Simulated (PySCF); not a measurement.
A structure optimised at B3LYP-D3(BJ)/def2-TZVP, used in a PySCF frequency run:

```xyz
5

C      0.0000     0.0000     0.6360
F      0.0000     0.0000    -0.7533
H      0.8942    -0.5163     0.9879
H      0.0000     1.0325     0.9879
H     -0.8942    -0.5163     0.9879
```
Charge 0, spin multiplicity 1.

Problem. Write its SMILES, formula and point group.

Solution. CF, CH3F, C3v

Problem. What are its rotational constants (standard atomic weights)?

Solution. 156.76, 25.520, 25.520 GHz
